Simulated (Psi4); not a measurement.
# H2O+ (SMILES [OH2+]) at UMP2.5/6-311++G(2d,2p)

What is the energy change on altering one bond length of H2O+ at UMP2.5/6-311++G(2d,2p)? 

Program for the calculation: Psi4 1.11.

4 further runs of the same task are left out: 2 that didn't finish, 2 set aside as unsound or not needed.

### 1 The structure to begin with

H2O+ has 3 atoms, charge +1, and is taken as a doublet. As SMILES, `[OH2+]`. The coordinates come from a GFN2-xTB relaxation.

Bond lengths: O1–H2 1.005 Å, O1–H3 1.005 Å. Angles: H2–O1–H3 120.7°.

### 2 The energy at UMP2.5/6-311++G(2d,2p)

h2o.xyz reads:

```xyz
3
H2O
O     -0.257730     0.170410    -0.119700
H      0.490020     0.658280     0.340630
H     -0.232290    -0.828700    -0.220940
```

h2o.py reads:

```python
import psi4

psi4.set_memory(1600000000)
psi4.set_num_threads(1)
psi4.set_output_file('psi4.out', False)

with open('h2o.xyz') as f:
    atoms = ''.join(f.readlines()[2:])
m = psi4.geometry('1 2\n' + atoms + 'symmetry c1')

psi4.set_options(dict(basis='6-311++G(2d,2p)', reference='uhf', scf_type='direct', freeze_core=True, mp_type='conv'))

energy_value, wavefunction = psi4.energy('mp2.5', molecule=m, return_wfn=True)
print(f'total energy {energy_value:.8f} hartree = {energy_value * 27.211386:.5f} eV')
```

On the command line:

```sh
$ python h2o.py
```

psi4.out:

```text
[...]
  Running in c1 symmetry.
[...]
  Nuclear repulsion =    8.731733477257922
[...]
  Multiplicity = 2
[...]
  Nalpha       = 5
  Nbeta        = 4
[...]
    Number of basis functions: 47
[...]
   @DF-UHF iter   1:   -75.61336501005692   -2.10774e-01   5.39607e-03 DIIS/ADIIS
[...]
   @UHF iter  16:   -75.65083362672490   -4.97380e-13   5.64970e-09 DIIS
[...]
   @S^2 Observed:                7.578649849E-01
[...]
    Orbital Energies [Eh]
    ---------------------
    Alpha Occupied:
       1A    -21.115459     2A     -1.872028     3A     -1.206992
       4A     -1.114070     5A     -1.053271
    Alpha Virtual:
       6A     -0.185373     7A     -0.117794     8A     -0.031248
       9A     -0.024793    10A     -0.011289    11A      0.002283
      12A      0.060077    13A      0.065487    14A      0.324998
      15A      0.356454    16A      0.435937    17A      0.526534
      18A      0.601727    19A      0.669352    20A      0.774719
      21A      0.828521    22A      0.854776    23A      1.053347
      24A      1.205367    25A      1.216397    26A      1.477542
[...]
  @UHF Final Energy:   -75.65083362672490
   => Energetics <=
    Nuclear Repulsion Energy =              8.7317334772579223
    One-Electron Energy =                -117.4521235964658246
    Two-Electron Energy =                  33.0695564924830023
    Total Energy =                        -75.6508336267249035
  UHF NO Occupations:
  HONO-2 :    3  A 1.9990473
  HONO-1 :    4  A 1.9975258
[...]
 Multipole Moments:
 ------------------------------------------------------------------------------------
     Multipole            Electronic (a.u.)      Nuclear  (a.u.)        Total (a.u.)
 ------------------------------------------------------------------------------------
 L = 1.  Multiply by 2.5417464519 to convert [e a0] to [Debye]
 Dipole X            :          0.0340674            0.7082188            0.7422862
 Dipole Y            :         -0.0205846           -0.4276722           -0.4482568
 Dipole Z            :          0.0000000           -0.0000000            0.0000000
 Magnitude           :                                                    0.8671349
[...]
	SCS-MP2 Total Energy (a.u.)        :   -75.82783039743278
	SOS-MP2 Total Energy (a.u.)        :   -75.82748682147491
	SCSN-MP2 Total Energy (a.u.)       :   -75.72439608226550
[...]
	SOS-PI-MP2 Total Energy (a.u.)     :   -75.84107552876337
[...]
	MP2 Total Energy (a.u.)            :   -75.82851754934849
[...]
```

Standard output:

```text
total energy -75.83472229 hartree = -2063.56790 eV
```

Run time: 2.9 s. Hardware: 1 thread of Intel Xeon Platinum 8488C (Sapphire Rapids), shared host; peak memory 0.24 GiB.

### 3 The distorted shape at the same level

h2o.json reads:

```json
{
 "schema_name": "qcschema_input",
 "schema_version": 1,
 "molecule": {
  "schema_name": "qcschema_molecule",
  "schema_version": 2,
  "symbols": ["O", "H", "H"],
  "geometry": [-0.52068947, 1.64359875, -0.09228478, 0.89235324, 2.56553943, 0.77761285, -0.43896448, -1.56601604, -0.41751609],
  "molecular_charge": 1,
  "molecular_multiplicity": 2,
  "fix_symmetry": "c1"
 },
 "driver": "energy",
 "model": {
  "method": "mp2.5",
  "basis": "6-311++G(2d,2p)"
 },
 "keywords": {
  "reference": "uhf",
  "scf_type": "direct",
  "freeze_core": true,
  "mp_type": "conv"
 }
}
```

On the command line:

```sh
$ psi4 --qcschema h2o.json -n 1 --memory 1600MB
```

stdout:

```text
[...]
  Running in c1 symmetry.
[...]
  Nuclear repulsion =    6.915515481751115
[...]
  Multiplicity = 2
[...]
  Nalpha       = 5
  Nbeta        = 4
[...]
    Number of basis functions: 47
[...]
   @DF-UHF iter   1:   -75.49950567468065   -4.07596e-01   4.36626e-03 DIIS/ADIIS
[...]
   @UHF iter  26:   -75.53650700344213   -6.62226e-12   9.85857e-09 DIIS
[...]
   @S^2 Observed:                1.086684919E+00
[...]
    Orbital Energies [Eh]
    ---------------------
    Alpha Occupied:
       1A    -21.100510     2A     -1.820191     3A     -1.099189
       4A     -1.079436     5A     -1.022552
    Alpha Virtual:
       6A     -0.262709     7A     -0.135151     8A     -0.061350
       9A     -0.011523    10A      0.001245    11A      0.003984
      12A      0.062914    13A      0.074177    14A      0.290544
      15A      0.371365    16A      0.445478    17A      0.524506
      18A      0.583400    19A      0.585295    20A      0.739013
      21A      0.795497    22A      0.848932    23A      0.980169
      24A      1.171304    25A      1.249775    26A      1.337100
[...]
  @UHF Final Energy:   -75.53650700344213
   => Energetics <=
    Nuclear Repulsion Energy =              6.9155154817511146
    One-Electron Energy =                -114.3345997451973517
    Two-Electron Energy =                  31.8825772600041120
    Total Energy =                        -75.5365070034421251
  UHF NO Occupations:
  HONO-2 :    3  A 1.9968549
  HONO-1 :    4  A 1.8198035
[...]
 Multipole Moments:
 ------------------------------------------------------------------------------------
     Multipole            Electronic (a.u.)      Nuclear  (a.u.)        Total (a.u.)
 ------------------------------------------------------------------------------------
 L = 1.  Multiply by 2.5417464519 to convert [e a0] to [Debye]
 Dipole X            :         -0.0234169            0.6932112            0.6697943
 Dipole Y            :          0.0185043           -1.0127015           -0.9941972
 Dipole Z            :          0.0000000            0.0000000            0.0000000
 Magnitude           :                                                    1.1987712
[...]
	SCS-MP2 Total Energy (a.u.)        :   -75.70601232325583
	SOS-MP2 Total Energy (a.u.)        :   -75.70488373065834
	SCSN-MP2 Total Energy (a.u.)       :   -75.61085282771862
[...]
	SOS-PI-MP2 Total Energy (a.u.)     :   -75.71783578659804
[...]
	MP2 Total Energy (a.u.)            :   -75.70826950845085
[...]
```

The result, in JSON:

```text
{
 "driver": "energy",
 "model": {
  "method": "mp2.5",
  "basis": "6-311++G(2d,2p)"
 },
 "success": true,
 "return_result": -75.71468961391882,
 "properties": {
  "calcinfo_nbasis": 47,
  "calcinfo_nmo": 47,
  "calcinfo_nalpha": 5,
  "calcinfo_nbeta": 4,
  "calcinfo_natom": 3,
  "nuclear_repulsion_energy": 6.915515481751115,
  "return_energy": -75.71468961391882,
  "scf_one_electron_energy": -114.33459974519735,
  "scf_two_electron_energy": 31.882577260004112,
  "scf_dipole_moment": [0.6697942752239361, -0.9941972094396079, 2.491177835240558e-15],
  "scf_total_energy": -75.53650700344213,
  "scf_iterations": 26,
  "mp2_same_spin_correlation_energy": -0.04224194561163976,
  "mp2_opposite_spin_correlation_energy": -0.12952055939708806,
  "mp2_singles_energy": 0.0,
  "mp2_doubles_energy": -0.1717625050087278,
  "mp2_correlation_energy": -0.17176250500872925,
  "mp2_total_energy": -75.70826950845085
 }
}
```

Wall time 3.3 s (1 thread of Intel Xeon Platinum 8488C (Sapphire Rapids), shared host); peak memory 0.24 GiB.

### 4 Results

At UMP2.5/6-311++G(2d,2p), 1 core orbital frozen:

```
                                                                   quantity         value
                                                  first shape: total energy  -75.83472 Eh
    first shape: HOMO energy (Hartree–Fock orbitals) (highest over α and β)     -27.24 eV
     first shape: LUMO energy (Hartree–Fock orbitals) (lowest over α and β)      -8.51 eV
                    first shape: correlation energy (1 core orbital frozen)    -183.9 mEh
                             first shape: ⟨S²⟩ of the reference determinant         0.758
                                              distorted shape: total energy  -75.71469 Eh
distorted shape: HOMO energy (Hartree–Fock orbitals) (highest over α and β)     -22.27 eV
 distorted shape: LUMO energy (Hartree–Fock orbitals) (lowest over α and β)      -8.56 eV
                distorted shape: correlation energy (1 core orbital frozen)    -178.2 mEh
                         distorted shape: ⟨S²⟩ of the reference determinant         1.087
          energy change with the O1–H3 bond stretched from 1.005 to 1.708 Å      3.266 eV
```

With the O1–H3 bond stretched from 1.005 to 1.708 Å the energy rises by 3.27 eV (75 kcal/mol). The first shape isn't relaxed at this level, so the change isn't measured from a minimum. ⟨S²⟩ (distorted shape) is 1.09 where a pure doublet has 0.75: the reference is spin-contaminated.
